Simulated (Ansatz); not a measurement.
in.yaml

```yaml
crystal:
  periodic: [false, false, false]
  atoms:
    - {symbol: Al, position_ang: [0.000000, 0.000000, 0.000000]}
    - {symbol: H, position_ang: [3.190581, 0.030283, -0.000167]}
    - {symbol: H, position_ang: [-1.621517, 2.747977, -0.005613]}
    - {symbol: H, position_ang: [-1.569065, -2.778260, 0.005780]}
basis:
  gaussian: {orbitals: cc-pVDZ}
magnetization: {spin_polarized: true, initial_magnetization: 0}
correlation: {method: ccsdt_q, electrons: outside_noble_gas}
```

```sh
$ ansatz run in.yaml --threads 1 --pin off --events-out ev --progress --plain --max-ram 2393MiB
```

The program prints:

```
571 factors; integrals over basis functions are off by at most 1.6e-7 eV
mean field evaluation 1: about -6616.9385 eV, gradient 5.0e0 eV
mean field evaluation 2: about -6616.9388 eV, gradient 5.0e0 eV
mean field evaluation 4: about -6617.6029 eV, gradient 7.5e-1 eV
mean field evaluation 8: about -6617.6388 eV, gradient 4.0e-3 eV
mean field evaluation 16: about -6617.6535 eV, gradient 6.9e-1 eV
mean field evaluation 32: about -6622.6984 eV, gradient 1.1e-2 eV
mean field evaluation 64: about -6622.6777 eV, gradient 4.9e-1 eV
mean field evaluation 96: about -6622.4218 eV, gradient 4.0e-3 eV
mean field evaluation 128: about -6622.4201 eV, gradient 1.0e-1 eV
mean field evaluation 160: about -6622.2857 eV, gradient 2.2e0 eV
...
cycle   8  -2.79840784 eV  change   -4.9e-9 eV  update   1.1e-6
cycle   9  -2.79840810 eV  change   -2.7e-7 eV  update   9.3e-7
cycle  10  -2.79840844 eV  change   -3.4e-7 eV  update   8.1e-7
cycle  11  -2.79840905 eV  change   -6.1e-7 eV  update   7.8e-7
cycle  12  -2.79841048 eV  change   -1.4e-6 eV  update   7.5e-7
cycle  13  -2.79841269 eV  change   -2.2e-6 eV  update   6.8e-7
cycle  14  -2.79841397 eV  change   -1.3e-6 eV  update   5.6e-7
cycle  15  -2.79841466 eV  change   -6.9e-7 eV  update   4.7e-7
cycle  16  -2.79841497 eV  change   -3.1e-7 eV  update   4.1e-7
cycle  17  -2.79841508 eV  change   -1.2e-7 eV  update   3.5e-7
perturbative correction -0.05271667 eV, -0.0019373019 hartree
Total energy: -6624.59684764 eV, -243.4494438377 hartree
```

For the same geometry and basis full CI lies 58.2 meV lower.

Ran on 1 thread of Arm Neoverse V1, shared host: 16 s wall, 0.16 GiB peak host memory.
